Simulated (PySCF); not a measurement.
Molecule: SMILES P1(CCC)CC1, C5H11P.

Geometry (Å), atoms numbered from 1 in this order:
```xyz
17

C    -2.0463    0.6027    0.1792
C    -1.6357   -0.7841   -0.2954
C    -0.1487   -1.0465   -0.0721
P     0.9253    0.0974   -1.0967
C     2.4816   -0.0355   -0.1204
C     1.6338    1.1561    0.2354
H    -3.1063    0.7707    0.0039
H    -1.8510    0.7169    1.2438
H    -1.4824    1.3631   -0.3593
H    -2.2156   -1.5409    0.2400
H    -1.8622   -0.8833   -1.3597
H     0.0887   -2.0691   -0.3830
H     0.1006   -0.9453    0.9874
H     2.5604   -0.8385    0.6006
H     3.4052    0.1563   -0.6498
H     2.0020    2.1281   -0.0647
H     1.1436    1.1638    1.1997
```

Frames of a GFN2-xTB Langevin trajectory at 200 K; GIAO PBE0/pcSseg-1 shieldings in PySCF 2.14, gas phase, non-relativistic; equivalent atoms averaged within each frame.

References, each an isolated molecule treated in the same way: ¹³C (186.93 ppm), ¹H (31.72 ppm) vs TMS; H3PO4 for ³¹P (318.38 ppm). The references are static minima.

**Question.** How do the shifts (ppm) fluctuate along the trajectory?

**Answer.** 
```csv
time (fs),C3,C2,C1,C5/C6,P4,H10/H11,H7/H8/H9,H14/H15/H16/H17,H12/H13
optimised geometry,40.7,25.2,16.9,9.2,-267.6,1.60,1.11,0.71,0.89
250,50.3,27.8,18.5,17.9,-309.5,1.97,1.42,1.13,1.10
425,46.5,23.1,16.9,13.4,-252.5,1.39,0.87,1.59,1.29
625,39.7,23.7,19.4,9.3,-260.2,1.46,1.43,0.69,0.66
800,42.6,27.4,17.1,9.7,-244.6,2.08,1.21,0.70,1.68
1000,39.7,23.9,20.3,10.4,-250.6,1.44,1.58,1.84,1.08
mean of frames,43.8,25.2,18.4,12.1,-263.5,1.67,1.30,1.19,1.16
standard deviation,4.6,2.3,1.4,3.6,26.3,0.33,0.28,0.52,0.37
```

5 frames give an uncertainty of the mean of about the standard deviation over 2.2 at best, since frames this close in time may not be independent; classical motion lacks zero-point vibration, and the reference would need the same averaging.
